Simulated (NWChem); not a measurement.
The numbers come from NWChem runs, not from measurements. System: acetonitrile (C₂H₃N), charge 0, spin multiplicity 1, at a geometry optimised with PBE0/def2-SVP. Level: CR-CCSD(T)/def2-TZVP, 3 core orbitals frozen.

Part of the output:

```
             Northwest Computational Chemistry Package (NWChem) 7.3.0
             --------------------------------------------------------

                                NWChem Input Module
                                -------------------

 Scaling coordinates for geometry "geometry" by  1.889725989
 (inverse scale =  0.529177249)

 Turning off AUTOSYM since
 SYMMETRY directive was detected!

                             Geometry "geometry" -> ""
                             -------------------------

 Output coordinates in angstroms (scale by  1.889725989 to convert to a.u.)

  No.       Tag          Charge          X              Y              Z
 ---- ---------------- ---------- -------------- -------------- --------------
    1 C                    6.0000     0.00963300    -1.17489600     0.00000000
    2 C                    6.0000    -0.00229600     0.27826200     0.00000000
    3 N                    7.0000    -0.01175800     1.43511300     0.00000000
    4 H                    1.0000    -0.50291400    -1.55957200     0.89320500
    5 H                    1.0000    -0.50291400    -1.55957200    -0.89320500
    6 H                    1.0000     1.04411100    -1.54684200     0.00000000

 Effective nuclear repulsion energy (a.u.)      58.4295767794

            Nuclear Dipole moment (a.u.)
            ----------------------------
        X                 Y               Z
 ---------------- ---------------- ----------------
    -0.0000018897     0.0000018897     0.0000000000

      Symmetry information
      --------------------

 Group name             Cs
 Group number              2
 Group order               2
 No. of unique centers     5

      Symmetry unique atoms

     1    2    3    4    6


 Summary of "ao basis" -> "" (spherical)
 ------------------------------------------------------------------------------
       Tag                 Description            Shells   Functions and Types
 ---------------- ------------------------------  ------  ---------------------
 *                         def2-tzvp                  on all atoms

 Summary of "ao basis" -> "ao basis" (spherical)
 ------------------------------------------------------------------------------
       Tag                 Description            Shells   Functions and Types
 ---------------- ------------------------------  ------  ---------------------
 C                         def2-tzvp                11       31   5s3p2d1f
 N                         def2-tzvp                11       31   5s3p2d1f
 H                         def2-tzvp                 4        6   3s1p

                                 NWChem SCF Module
                                 -----------------

  ao basis        = "ao basis"
  functions       =   111
  atoms           =     6
  closed shells   =    11
  open shells     =     0
  charge          =   0.00
  wavefunction    = RHF
  use symmetry    = T
  symmetry adapt  = T

 Summary of "ao basis" -> "ao basis" (spherical)
 ------------------------------------------------------------------------------
       Tag                 Description            Shells   Functions and Types
 ---------------- ------------------------------  ------  ---------------------
 C                         def2-tzvp                11       31   5s3p2d1f
 N                         def2-tzvp                11       31   5s3p2d1f
 H                         def2-tzvp                 4        6   3s1p

      Symmetry analysis of basis
      --------------------------

        a'         74
        a"         37

 Forming initial guess at       0.1s

      Superposition of Atomic Density Guess
      -------------------------------------

 Sum of atomic energies:        -131.15363582

      Non-variational initial energy
      ------------------------------

 Total energy =    -132.611763
 1-e energy   =    -291.070919
 2-e energy   =     100.029579
 HOMO         =      -0.420115
 LUMO         =       0.049421

      Symmetry analysis of molecular orbitals - initial
      -------------------------------------------------

  Numbering of irreducible representations:

     1 a'          2 a"

  Orbital symmetries:

     1 a'          2 a'          3 a'          4 a'          5 a'
[...]
   Bfn.  Coefficient  Atom+Function         Bfn.  Coefficient  Atom+Function
  ----- ------------  ---------------      ----- ------------  ---------------
    96      1.918258  4 H  s                102     -1.918258  5 H  s
    14     -1.368569  1 C  pz                76      0.382453  3 N  pz
    42     -0.215912  2 C  pz                45     -0.195307  2 C  pz
    70      0.187481  3 N  pz                39     -0.176065  2 C  pz
    73      0.164975  3 N  pz

 Vector   14  Occ=0.000000D+00  E= 1.716772D-01  Symmetry=a'
              MO Center=  3.7D-01, -7.6D-01,  2.7D-10, r^2= 4.9D+00
   Bfn.  Coefficient  Atom+Function         Bfn.  Coefficient  Atom+Function
  ----- ------------  ---------------      ----- ------------  ---------------
   108      2.214925  6 H  s                 12     -1.368520  1 C  px
    96     -1.107606  4 H  s                102     -1.107606  5 H  s
    74      0.382447  3 N  px                40     -0.215907  2 C  px
    43     -0.195321  2 C  px                68      0.187473  3 N  px
    37     -0.176060  2 C  px                71      0.164967  3 N  px

 center of mass
 --------------
 x =  -0.00175131 y =   0.21344152 z =   0.00000000

 moments of inertia (a.u.)
 ------------------
         195.453284279960           1.507884955394           0.000000000000
           1.507884955394          11.497738644810           0.000000000000
           0.000000000000           0.000000000000         195.465650528755

  Mulliken analysis of the total density
  --------------------------------------

    Atom       Charge   Shell Charges
 -----------   ------   -------------------------------------------------------
    1 C    6     6.17   0.85  1.12  0.48  0.62  0.08  1.27  1.35  0.34  0.02  0.04  0.00
    2 C    6     6.11   0.86  1.12  0.51  0.67  0.07  1.22  1.19  0.33  0.03  0.08  0.02
    3 N    7     7.18   0.82  1.15  0.59  0.88  0.26  1.36  1.43  0.62  0.01  0.04  0.00
    4 H    1     0.84   0.26  0.48  0.09  0.02
    5 H    1     0.84   0.26  0.48  0.09  0.02
    6 H    1     0.84   0.26  0.48  0.09  0.02

       Multipole analysis of the density wrt the origin
       ------------------------------------------------

     L   x y z        total         open         nuclear
     -   - - -        -----         ----         -------
     0   0 0 0     -0.000000      0.000000     22.000000

     1   1 0 0      0.013633      0.000000     -0.000002
     1   0 1 0     -1.663422      0.000000      0.000002
     1   0 0 1     -0.000000      0.000000      0.000000

     2   2 0 0    -13.250620      0.000000      5.705021
     2   1 1 0      0.019889      0.000000     -0.843742
     2   1 0 1      0.000000      0.000000      0.000000
     2   0 2 0    -15.676164      0.000000    108.635195
     2   0 1 1      0.000000      0.000000      0.000000
     2   0 0 2    -13.250467      0.000000      5.698099

                   NWChem Extensible Many-Electron Theory Module
                   ---------------------------------------------


            General Information
            -------------------
      Number of processors :     1
         Wavefunction type : Restricted Hartree-Fock
          No. of electrons :    22
           Alpha electrons :    11
            Beta electrons :    11
           No. of orbitals :   222
            Alpha orbitals :   111
             Beta orbitals :   111
        Alpha frozen cores :     3
         Beta frozen cores :     3
     Alpha frozen virtuals :     0
      Beta frozen virtuals :     0
         Spin multiplicity : singlet
    Number of AO functions :   111
       Number of AO shells :    45
        Use of symmetry is : on
      Symmetry adaption is : on
         Schwarz screening : 0.10D-09

          Correlation Information
          -----------------------
          Calculation type : Coupled-cluster singles & doubles w/ perturbation
   Perturbative correction : Completely renormalized (T)
            Max iterations :      100
        Residual threshold : 0.10D-05
     T(0) DIIS level shift : 0.00D+00
     L(0) DIIS level shift : 0.00D+00
     T(1) DIIS level shift : 0.00D+00
     L(1) DIIS level shift : 0.00D+00
     T(R) DIIS level shift : 0.00D+00
     T(I) DIIS level shift : 0.00D+00
   CC-T/L Amplitude update :  5-th order DIIS
                I/O scheme : Global Array Library
        L-threshold :  0.10D-05
        EOM-threshold :  0.10D-05
 no EOMCCSD initial starts read in
 TCE RESTART OPTIONS
 SLICE:      F
 D4D5:       F
 quantumc:   F
 qrotation:  F
 pwtce:      F
 qducc:      F
 nacto:                         0
 nrotv:                         0
 nrot:                          0

            Memory Information
            ------------------
          Available GA space size is     249024479 doubles
          Available MA space size is     104852924 doubles

 Maximum block size supplied by input
 Maximum block size        24 doubles

 tile_dim =     22

 -------------------------------------------------
   1    alpha     a'     6 doubles       0       1
   2    alpha     a"     2 doubles       6       2
   3    beta      a'     6 doubles       8       1
   4    beta      a"     2 doubles      14       2
   5    alpha     a'    21 doubles      16       5
   6    alpha     a'    22 doubles      37       6
   7    alpha     a'    22 doubles      59       7
   8    alpha     a"    17 doubles      81       8
   9    alpha     a"    18 doubles      98       9
  10    beta      a'    21 doubles     116       5
  11    beta      a'    22 doubles     137       6
  12    beta      a'    22 doubles     159       7
  13    beta      a"    17 doubles     181       8
  14    beta      a"    18 doubles     198       9

 Global array virtual files algorithm will be used

 Parallel file system coherency ......... OK

 4-electron integrals stored in orbital form

 v2    file size   =         13698574
 4-index algorithm nr.  13 is used
 imaxsize =       30
 imaxsize ichop =        0


CCSD iterations
 ---------------------------------------------------------
 Iter          Residuum       Correlation     Cpu    Wall
 ---------------------------------------------------------
    1   0.1921229606896  -0.5064859767278     1.4     1.4
    2   0.0506770768652  -0.5079498188873     1.3     1.3
    3   0.0187811710783  -0.5203826381000     1.1     1.1
    4   0.0086303840779  -0.5207149284374     1.0     1.0
    5   0.0041358850091  -0.5219266032409     1.0     1.0
    6   0.0013968252087  -0.5223482335251     0.9     0.9
    7   0.0006106050695  -0.5224071407577     1.0     1.0
    8   0.0003039311391  -0.5224168588483     1.1     1.1
    9   0.0001637306024  -0.5224191198962     0.9     0.9
   10   0.0000875010435  -0.5224250960760     1.0     1.0
   11   0.0000141691476  -0.5224291862405     1.0     1.0
   12   0.0000051387159  -0.5224305822950     1.0     1.0
   13   0.0000022455183  -0.5224310669674     1.1     1.1
   14   0.0000010699116  -0.5224311889375     1.2     1.2
   15   0.0000005215987  -0.5224312476664     1.0     1.0
 -----------------------------------------------------------------
 Iterations converged
 CCSD correlation energy / hartree =        -0.522431247666355
 CCSD total energy / hartree       =      -132.498484642657502

 Singles contributions

 Doubles contributions
 CR-CCSD(T)

 CR-CCSD[T]  correction energy / hartree =        -0.019643352933200
 CR-CCSD[T] correlation energy / hartree =        -0.542074600599555
 CR-CCSD[T] total energy / hartree       =      -132.518127995590703
 CR-CCSD(T)  correction energy / hartree =        -0.018858496082483
 CR-CCSD(T) correlation energy / hartree =        -0.541289743748838
 CR-CCSD(T) total energy / hartree       =      -132.517343138739989

 Task  times  cpu:      136.3s     wall:      136.3s

 Total times  cpu:      136.4s     wall:      136.4s
```

Problem. Write an NWChem input that would produce this output.

Solution. One answer among several that fit: 
```
start mol
memory heap 100 mb stack 700 mb global 1900 mb
geometry units angstroms nocenter noautoz
  C      0.009633    -1.174896     0.000000
  C     -0.002296     0.278262     0.000000
  N     -0.011758     1.435113     0.000000
  H     -0.502914    -1.559572     0.893205
  H     -0.502914    -1.559572    -0.893205
  H      1.044111    -1.546842     0.000000
  symmetry group Cs
end
basis spherical
  * library def2-tzvp
end
scf
  rhf
  nopen 0
  maxiter 100
  thresh 1e-7
  semidirect memsize 60000000 filesize 0
end
tce
  freeze core 3
  cr-ccsd(t)
  2eorb
  2emet 13
  thresh 1e-6
  maxiter 100
  tilesize 24
end
task tce energy
```
